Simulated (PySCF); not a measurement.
Compound: C₅H₆O.
Geometry (GFN2-xTB, Å), atoms numbered from 1 in this order:
```xyz
12
C5H6O angstrom
C      2.391   -0.293   -0.148
C      1.253   -0.046    0.126
C     -0.136    0.257    0.425
C     -1.014   -0.986    0.243
C     -0.563    1.344   -0.538
O     -0.854    2.463   -0.230
H      3.394   -0.513   -0.362
H     -0.211    0.635    1.451
H     -0.686   -1.774    0.917
H     -2.053   -0.746    0.463
H     -0.944   -1.353   -0.779
H     -0.575    1.009   -1.594
```

Method used: PBE0/pcSseg-1 in PySCF (dipole) on a GFN2-xTB geometry, gas phase.

Take the most abundant isotopes and a rigid rotor. The values belong to one conformer with, in the numbering `[CH:1]#[C:2][C@H:3]([CH3:4])[CH:5]=[O:6]`, C2–C3–C5–O6 -114°.

Task: Give the principal moments of inertia and the rotational constants in cm⁻¹.

Result: Ia = 96.03, Ib = 180.49, Ic = 256.26 u·Å²; 505379 MHz·u·Å²/I gives 5263, 2800 and 1972 MHz, that is A = 0.17555, B = 0.09340, C = 0.06578 cm⁻¹.

Task: What kind of rotor is it?

Result: An asymmetric top; Ray's κ = -0.497.

Task: What does the inertial defect say?

Result: Not planar: Δ = Ic − Ia − Ib = -20.26 u·Å². For a rigid frame Δ = −2 Σ m c², so Σ m c² = 10.13 u·Å² lies off the ab plane: 5.97 from hydrogen and 4.15 from heavier atoms. The atom farthest from that plane is 1.48 Å away.

Task: List the rotational levels J(Ka,Kc) to J = 2 (cm⁻¹).

Result: Above 0(0,0):
J = 1: 1(0,1) 0.1592, 1(1,1) 0.2413, 1(1,0) 0.2689
J = 2: 2(0,2) 0.4717, 2(1,2) 0.5321, 2(1,1) 0.6149, 2(2,1) 0.8614, 2(2,0) 0.8673
Those of J = 1 are B + C, A + C and A + B.

Task: Which lines would a microwave search look for?

Result: The dipole components are |μa| = 1.92 D, |μb| = 1.72 D, |μc| = 0.70 D. Intensities carry the squares of the components, which stand as 1.00 : 0.80 : 0.13 (a : b : c). Some lines, for components of 0.1 D or more:

```tsv
type	branch	J(Ka,Kc)	MHz	lower level (cm⁻¹)
b	Q	1(1,0) ← 1(0,1)	3291	0.159
b	R	2(0,2) ← 1(1,1)	6905	0.241
b	R	1(1,1) ← 0(0,0)	7235	0.000
c	Q	2(2,1) ← 2(1,1)	7389	0.615
b	Q	2(2,0) ← 2(1,1)	7565	0.615
c	R	1(1,0) ← 0(0,0)	8063	0.000
a	R	2(0,2) ← 1(0,1)	9368	0.159
b	Q	2(2,1) ← 2(1,2)	9872	0.532
c	R	2(1,1) ← 1(0,1)	13663	0.159
c	R	2(2,1) ← 1(1,1)	18589	0.241
b	R	2(2,0) ← 1(1,1)	18765	0.241
```

Task: Estimate the classical rotational partition function at 25 K, 200 K and 500 K.

Result: Point group C1, symmetry number σ = 1; q = (√π/σ)·√((kT/h)³/(ABC)), k/h = 20836.6 MHz/K: 3910 at 25 K, 88500 at 200 K, 350000 at 500 K.

Not checked by GFN2-xTB frequencies. No vibrational averaging or centrifugal distortion is included, and the geometry carries the error of its method. A rigid rotor knows nothing of internal rotation, which can split or shift real lines.

The run took 12 s wall on one thread of an Arm Neoverse V1, shared host. This is the PBE0/pcSseg-1 job that gave the dipole, with the shieldings it also computed.
